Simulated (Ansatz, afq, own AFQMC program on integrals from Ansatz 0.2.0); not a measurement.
H2S, triplet: a scan with AFQMC

```xyz
3

H     0.0000    0.0000   -1.0457
H     0.0000    0.0000   -0.3007
S     0.0000    0.0000    1.3463
```

A hydrogen atom is moved from one rigid fragment to the other; the H1–H2 distance tells how far. The two fragments are held close together, so this isn't a minimum-energy path and the start is a compressed complex. Energies in mEh count from this geometry (0.745 Å) at the same level; the start stands on UHF, each point on the determinant named.

Basis cc-pVTZ. Noble-gas cores (and the filled d shells of Ga–Kr and In–Xe) are frozen. Ansatz 0.2.0 and our own AFQMC program on the same integrals; the CISD trial comes from CCSD amplitudes, and released means the phaseless constraint is let go. Error bars are statistical, one sigma.

Cautions, each for one point or more: lower spins were not checked.

```json
{"r(H1–H2) / Å": "0.821", "det.": "UHF", "T1": "0.014", "weight": "0.91", "⟨S²⟩": "2.03", "HF": "5.4", "PBE0": "1.2", "CCSD(T)": "3.3"}
{"r(H1–H2) / Å": "0.859", "det.": "UHF", "T1": "0.015", "weight": "0.91", "⟨S²⟩": "2.04", "HF": "8.7", "PBE0": "2.9", "CCSD(T)": "5.9"}
{"r(H1–H2) / Å": "0.898", "det.": "UHF", "T1": "0.016", "weight": "0.91", "⟨S²⟩": "2.04", "HF": "11.9", "PBE0": "5.1", "CCSD(T)": "8.8"}
{"r(H1–H2) / Å": "0.936", "det.": "UHF", "T1": "0.016", "weight": "0.91", "⟨S²⟩": "2.04", "HF": "14.5", "PBE0": "7.4", "CCSD(T)": "11.6"}
{"r(H1–H2) / Å": "1.012", "det.": "UHF", "T1": "0.016", "weight": "0.91", "⟨S²⟩": "2.04", "HF": "18.3", "PBE0": "12.7", "CCSD(T)": "17.1"}
```

Task: Estimate the curve of CCSDT(Q), counted from the same start.

Result: 
| r(H1–H2) / Å | det. | T1 | weight | ⟨S²⟩ | CCSDT(Q) | ph-AFQMC/CISD | released AFQMC |
| --- | --- | --- | --- | --- | --- | --- | --- |
| 0.821 | UHF | 0.014 | 0.91 | 2.03 | 3.2 | 3.2 ± 0.1 | 3.3 ± 0.1 |
| 0.859 | UHF | 0.015 | 0.91 | 2.04 | 5.8 | 5.6 ± 0.1 | 5.9 ± 0.1 |
| 0.898 | UHF | 0.016 | 0.91 | 2.04 | 8.7 | 8.6 ± 0.1 | 8.7 ± 0.1 |
| 0.936 | UHF | 0.016 | 0.91 | 2.04 | 11.5 | 11.4 ± 0.1 | 11.6 ± 0.1 |
| 1.012 | UHF | 0.016 | 0.91 | 2.04 | 17.0 | 16.8 ± 0.09 | – |

Weight is that of the determinant in the CISD state; at the start T1 is 0.012 and the weight 0.91, and ⟨S²⟩ is 2.02. A dash marks a missing value, a released energy that hasn't settled or a functional that sits on another state. Largest departures from CCSDT(Q), at the points where its series has closed: CCSD(T) 0.1 mEh at 0.936 (on UHF), ph-AFQMC/CISD -0.2 mEh at 0.859 (on UHF) (within the noise), released AFQMC 0.1 mEh at 0.936 (on UHF) (within the noise), HF 3.2 mEh at 0.898 (on UHF), PBE0 -4.3 mEh at 1.012. Functionals count only at points shown to share the start's state and spin.

CCSDT and higher add their correlation energy to the determinant of the CCSD(T) run, since their own runs factorise the integrals more tightly (a shift of under 2 meV). A walk keeps the symmetry of its determinant, which the program's search chose and which needn't be the lowest solution, so a lower state of the same spin and another symmetry isn't excluded. Released energies are given only where the last usable release times agree within the noise; a slower fall can still hide under it.
